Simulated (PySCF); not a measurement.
# C3H9OP (trimethylphosphine oxide) at 6 levels

We compute a comparison of 6 runs (BLYP/cc-pVDZ, PBE/cc-pVDZ, SVWN5/cc-pVDZ, TPSS/cc-pVDZ, revPBE/cc-pVDZ, CCSD(T)/cc-pVDZ) of C3H9OP (trimethylphosphine oxide). 

The results are computed with PySCF 2.14.0.

### Step 1. Starting point

The species is C3H9OP (14 atoms), meant as a singlet with charge 0. As SMILES, `CP(C)(C)=O`. Geometry: relaxed at GFN2-xTB.

Bond lengths: C1–P2 1.834 Å, P2–C3 1.833 Å, P2–C4 1.834 Å, P2–O5 1.468 Å, C1–H6 1.088 Å, C1–H7 1.085 Å, C1–H8 1.088 Å, C3–H9 1.088 Å, C3–H10 1.088 Å, C3–H11 1.085 Å, C4–H12 1.085 Å, C4–H13 1.088 Å, C4–H14 1.088 Å. Some angles: C1–P2–C3 105.2°, C1–P2–C4 105.2°, C1–P2–O5 113.5°, C3–P2–C4 105.2°, C3–P2–O5 113.5°, C4–P2–O5 113.4°, P2–C1–H6 108.0°, P2–C1–H7 112.2°, P2–C1–H8 108.0°, P2–C3–H9 107.9°.

### Step 2. A single-point energy at BLYP/cc-pVDZ (run 1)

Contents of input.py:

```python
from pyscf import gto, dft

system = gto.M(
    atom='''
C   -1.588460   0.542280   0.170240
P    0.173710   0.467020  -0.331520
C    1.111650   0.294250   1.234340
C    0.362190  -1.144630  -1.186020
O    0.599540   1.612480  -1.144910
H   -1.736350   1.457480   0.739870
H   -1.883210  -0.316820   0.764250
H   -2.192580   0.595520  -0.733120
H    0.989280   1.214640   1.801630
H    2.164560   0.179590   0.984690
H    0.775060  -0.553040   1.823160
H    0.043980  -1.977190  -0.567100
H    1.409800  -1.260260  -1.456680
H   -0.229160  -1.111330  -2.098820
''',
    verbose=3,
    max_memory=1860,
    spin=0,
    basis='cc-pvdz',
)

myscf = dft.RKS(system)
myscf.xc = 'blyp'
myscf.conv_tol = 1e-10
myscf.grids.level = 5
myscf.kernel()
if not myscf.converged:
    myscf = myscf.newton().run(myscf.mo_coeff, myscf.mo_occ)

energy = myscf.e_tot
print(f'total energy: {energy:.8f} hartree')
```

Run with:

```sh
$ OMP_NUM_THREADS=1 python input.py
```

Output:

```text
converged SCF energy = -536.224858244904
total energy: -536.22485824 hartree
```

Run time: 47 s. Hardware: 1 thread of Intel Xeon at 2.70GHz, shared host; peak memory 0.67 GiB.

### Step 3. The energy at PBE/cc-pVDZ (run 2)

Contents of calc.py:

```python
from pyscf import gto, dft

system = gto.Mole()
system.atom = '''
C   -1.588460   0.542280   0.170240
P    0.173710   0.467020  -0.331520
C    1.111650   0.294250   1.234340
C    0.362190  -1.144630  -1.186020
O    0.599540   1.612480  -1.144910
H   -1.736350   1.457480   0.739870
H   -1.883210  -0.316820   0.764250
H   -2.192580   0.595520  -0.733120
H    0.989280   1.214640   1.801630
H    2.164560   0.179590   0.984690
H    0.775060  -0.553040   1.823160
H    0.043980  -1.977190  -0.567100
H    1.409800  -1.260260  -1.456680
H   -0.229160  -1.111330  -2.098820
'''
system.max_memory = 1860
system.verbose = 4
system.basis = 'cc-pvdz'
system.build()

calc0 = dft.RKS(system)
calc0.xc = 'pbe'
calc0.conv_tol = 1e-10
calc0.grids.level = 5
calc0.kernel()
if not calc0.converged:
    calc0 = calc0.newton().run(calc0.mo_coeff, calc0.mo_occ)

energy = calc0.e_tot
print('E(%s) = %.9f' % ('PBE', energy))
```

Run with:

```sh
$ OMP_NUM_THREADS=1 python calc.py
```

Output:

```text
PySCF version 2.14.0

[... 89 lines left out ...]
converged SCF energy = -535.921944288227
E(PBE) = -535.921944288
```

Run time: 45 s. Hardware: 1 thread of Intel Xeon at 2.70GHz, shared host; peak memory 0.67 GiB.

Run 3 isn't shown in full; the table further down has it.

### Step 4. A single-point energy at TPSS/cc-pVDZ (run 4)

Contents of job.py:

```python
# CP(C)(C)=O
from pyscf import gto, dft

system = gto.M(
    atom='''
C     -3.001754     1.024761     0.321707
P      0.328264     0.882540    -0.626482
C      2.100714     0.556052     2.332565
C      0.684440    -2.163037    -2.241253
O      1.132966     3.047146    -2.163566
H     -3.281226     2.754238     1.398152
H     -3.558751    -0.598703     1.444223
H     -4.143376     1.125370    -1.385396
H      1.869468     2.295337     3.404587
H      4.090426     0.339376     1.860794
H      1.464651    -1.045094     3.445273
H      0.083110    -3.736348    -1.071664
H      2.664136    -2.381546    -2.752726
H     -0.433050    -2.100109    -3.966195
''',
    verbose=4,
    max_memory=1860,
    basis='cc-pvdz',
    unit='bohr',
)

ks = dft.RKS(system, xc='tpss')
ks.grids.level = 5
ks.conv_tol = 1e-10
ks.kernel()
if not ks.converged:
    ks = ks.newton().run(ks.mo_coeff, ks.mo_occ)

etot = ks.e_tot
print(f'total energy: {etot:.8f} hartree')
```

Run with:

```sh
$ OMP_NUM_THREADS=1 python job.py
```

Output:

```text
PySCF version 2.14.0

[... 85 lines left out ...]
converged SCF energy = -536.394269129274
total energy: -536.39426913 hartree
```

Wall time 81 s (1 thread of Intel Xeon at 2.70GHz, shared host); peak memory 0.73 GiB.

Run 5 isn't shown in full; the table further down has it.

### Step 5. The energy at CCSD(T)/cc-pVDZ (run 6)

Contents of mol.xyz:

```xyz
14
C3H9OP
C     -1.588460     0.542280     0.170240
P      0.173710     0.467020    -0.331520
C      1.111650     0.294250     1.234340
C      0.362190    -1.144630    -1.186020
O      0.599540     1.612480    -1.144910
H     -1.736350     1.457480     0.739870
H     -1.883210    -0.316820     0.764250
H     -2.192580     0.595520    -0.733120
H      0.989280     1.214640     1.801630
H      2.164560     0.179590     0.984690
H      0.775060    -0.553040     1.823160
H      0.043980    -1.977190    -0.567100
H      1.409800    -1.260260    -1.456680
H     -0.229160    -1.111330    -2.098820
```

Contents of calc.py:

```python
from pyscf import gto, scf, cc

mol = gto.M(
    atom='mol.xyz',
    basis='cc-pvdz',
    verbose=3,
    max_memory=1860,
)

mf = scf.RHF(mol)
mf.conv_tol = 1e-10
mf.kernel()
if not mf.converged:
    mf = mf.newton().run(mf.mo_coeff, mf.mo_occ)

mycc = cc.CCSD(mf, frozen=9)
mycc.kernel()
e_t = mycc.ccsd_t()
etot = mycc.e_tot + e_t
print('E(%s) = %.9f' % ('CCSD(T)', etot))
```

Run with:

```sh
$ OMP_NUM_THREADS=1 python calc.py
```

Output:

```text
converged SCF energy = -534.477999206547
E(CCSD) = -535.2816983081487  E_corr = -0.8036991016014048
CCSD(T) correction = -0.0232412014471924
E(CCSD(T)) = -535.304939510
```

It took 2.2 min on 1 thread of Intel Xeon at 2.70GHz, shared host; peak memory 1.6 GiB.

### Step 6. All runs side by side

```csv
run,level,integration grid,frozen core orbitals,energy (Eh),dipole moment (D) of the reference,HOMO energy (eV),LUMO energy (eV),wall time
1,BLYP/cc-pVDZ,5,–,-536.224858,3.63,-5.45,0.55,47 s
2,PBE/cc-pVDZ,5,–,-535.921944,3.64,-5.62,0.56,45 s
3,SVWN5/cc-pVDZ,5,–,-533.387526,3.72,-5.76,0.38,27 s
4,TPSS/cc-pVDZ,5,–,-536.394269,3.69,-5.72,0.85,81 s
5,revPBE/cc-pVDZ,5,–,-536.208665,3.63,-5.58,0.67,44 s
6,CCSD(T)/cc-pVDZ,–,9,-535.304940,4.44,-10.85,4.19,2.2 min
```

### Step 7. What came out

| quantity | value |
| --- | --- |
| run 6: total energy | -535.30494 Eh |
| run 6: dipole moment (Hartree–Fock density) | 4.44 D |
| run 6: HOMO energy (Hartree–Fock orbitals) | -10.85 eV |
| run 6: LUMO energy (Hartree–Fock orbitals) | 4.19 eV |
| run 6: HOMO–LUMO gap (Hartree–Fock orbitals) | 15.05 eV |
| run 6: correlation energy (9 core orbitals frozen) | -826.9 mEh |
| run 6: (T) correction | -23.24 mEh |
| run 6: T1 diagnostic | 0.012 |

In words: Over runs 1, 2, 3, 4, 5 the dipole moment (its size) runs from 3.63 D (revPBE/cc-pVDZ) to 3.72 D (SVWN5/cc-pVDZ). Over runs 1, 2, 3, 4, 5 the HOMO–LUMO gap runs from 6.00 eV (BLYP/cc-pVDZ) to 6.57 eV (TPSS/cc-pVDZ). Totals of different functionals can't be ranked against each other. All runs together took 6.3 min, the longest 2.2 min.
